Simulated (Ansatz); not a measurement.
Reaction: C5H6 (2-methylbut-1-en-3-yne, SMILES C(C(C)=C)#C) → C2H (SMILES [C]#C, doublet) + C3H5 (SMILES [C](C)=C, doublet) (the C-C bond breaks)
Each species at its own B3LYP-D3(BJ)/def2-TZVP minimum (Ansatz, an electronic-structure program).

Total energies in hartree (Ansatz). Radicals and triplets start from unrestricted determinants; spin-orbit coupling is neglected. Cores are frozen in correlated methods. No relativity. The restricted determinant of C5H6 (C#CC(=C)C, singlet) is unstable towards broken spin symmetry in at least one set run. The UHF reference of C2H ([C]#C, doublet) is spin-contaminated (<S^2> up to 0.36 over the pure value in the sets run). The UHF reference of C3H5 (C=[C]C, doublet) is spin-contaminated (<S^2> up to 0.16 over the pure value in the sets run).

| species | HF/cc-pVTZ | CCSD(T)/cc-pVTZ | HF/cc-pVQZ | CCSD(T)/cc-pVQZ | CCSD(T)/cc-pVDZ | CCSDT(Q)/cc-pVDZ |
|---|---|---|---|---|---|---|
| 1: C5H6 (2-methylbut-1-en-3-yne, SMILES C#CC(=C)C) | -192.81623 | -193.68846 | -192.82842 | -193.74369 | -193.49303 | -193.49611 |
| 2: C2H (SMILES [C]#C, doublet) | -76.17745 | -76.46716 | -76.18236 | -76.48720 | -76.39801 | -76.40053 |
| 3: C3H5 (SMILES C=[C]C, doublet) | -116.47640 | -117.00030 | -116.48391 | -117.03389 | -116.88025 | -116.88255 |

Task: Work out the bond dissociation energy (electronic) in kcal/mol: take Hartree-Fock from cc-pVQZ, extrapolate the CCSD(T) correlation energy as X^-3 (X = 3, 4), and add CCSDT(Q) - CCSD(T) in cc-pVDZ. 1 hartree = 627.51 kcal/mol.

Result: 
Species 1: correlation (64·(-0.91527) - 27·(-0.87223))/37 = -0.94668; step -0.00308; E1 = -192.82842 + (-0.94668) + (-0.00308) = -193.77818
Species 2: correlation (64·(-0.30484) - 27·(-0.28971))/37 = -0.31588; step -0.00252; E2 = -76.18236 + (-0.31588) + (-0.00252) = -76.50076
Species 3: correlation (64·(-0.54998) - 27·(-0.52390))/37 = -0.56901; step -0.00230; E3 = -116.48391 + (-0.56901) + (-0.00230) = -117.05522
-1·E1 +1·E2 +1·E3 = 0.22220 hartree = 139.4 kcal/mol.
